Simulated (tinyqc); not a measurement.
LCCD on RHF in the sto-3g basis, frozen core, for H2O, spin multiplicity 1, step by step. One step of it, computed by the program tinyqc.

Task: Iteration 8 (converged): orbitals. Diagonalise F' = X^T F X, C = X C', fill 5 alpha and 5 beta electrons from the bottom; D = 2 C_occ C_occ^T. Each column has its largest component positive (the first on a tie).

converged F (hartree), lower triangle:
```
             1O 1s      1O 2s     1O 2px     1O 2py     1O 2pz      2H 1s      3H 1s
1O 1s   -20.212756
1O 2s    -5.160585  -2.443987
1O 2px    0.000000   0.000000  -0.383891
1O 2py    0.000532   0.006488   0.000000  -0.348461
1O 2pz   -0.029171  -0.123521   0.000000   0.005465  -0.353312
2H 1s    -1.236657  -1.045631   0.000000  -0.419282  -0.331386  -0.588201
3H 1s    -1.296710  -1.080452   0.000000   0.426427  -0.336047  -0.382930  -0.617400
```

X, lower triangle:
```
            1O 1s      1O 2s    1O 2px     1O 2py     1O 2pz      2H 1s     3H 1s
1O 1s    1.024336
1O 2s   -0.145044   1.272127
1O 2px   0.000000   0.000000  1.000000
1O 2py   0.000348  -0.006262  0.000000   1.138013
1O 2pz  -0.009581   0.107697  0.000000  -0.002238   1.046360
2H 1s    0.022527  -0.307792  0.000000  -0.252716  -0.133788   1.220293
3H 1s    0.023052  -0.324751  0.000000   0.260904  -0.139396  -0.085148  1.235512
```

Give: F' = X^T F X; orbital energies; coefficients C; D after iteration 8.

Result:

F' = X^T F X (hartree), lower triangle:
```
          1        2        3        4        5        6       7
1  -19.8313
2   -2.6977  -1.1859
3    0.0000   0.0000  -0.3839
4   -0.0001  -0.0033   0.0000   0.0140
5   -0.0516   0.1090   0.0000   0.0015  -0.2237
6   -0.1977  -0.5381   0.0000  -0.5071  -0.3034   0.0351
7   -0.2161  -0.5610   0.0000   0.5163  -0.3100  -0.1075  0.0412
```

orbital energies (hartree): MO1 -20.2218, MO2 -1.2675, MO3 -0.6467, MO4 -0.4299, MO5 -0.3839, MO6 0.6080, MO7 0.8072

coefficients C:
```
            MO1      MO2      MO3      MO4     MO5      MO6      MO7
1O 1s    0.9940  -0.2327  -0.0030   0.0968  0.0000  -0.1404   0.0095
1O 2s    0.0272   0.8261   0.0162  -0.5081  0.0000   0.9508  -0.0747
1O 2px   0.0000   0.0000   0.0000   0.0000  1.0000   0.0000   0.0000
1O 2py  -0.0002  -0.0064   0.5954   0.0036  0.0000   0.0551   1.0341
1O 2pz   0.0042   0.1257  -0.0064   0.8160  0.0000   0.6785  -0.0424
2H 1s   -0.0062   0.1587   0.4376   0.2589  0.0000  -0.8644  -0.8015
3H 1s   -0.0065   0.1668  -0.4352   0.2492  0.0000  -0.7823   0.9143
```

D after iteration 8, lower triangle:
```
          1O 1s    1O 2s  1O 2px   1O 2py  1O 2pz    2H 1s   3H 1s
1O 1s    2.1033
1O 2s   -0.4287   1.8831
1O 2px   0.0000   0.0000  2.0000
1O 2py  -0.0002   0.0051  0.0000   0.7092
1O 2pz   0.1079  -0.6215  0.0000  -0.0034  1.3634
2H 1s   -0.0385   0.0129  0.0000   0.5210  0.4568   0.5676
3H 1s   -0.0396   0.0080  0.0000  -0.5185  0.4542  -0.1988  0.5587
```
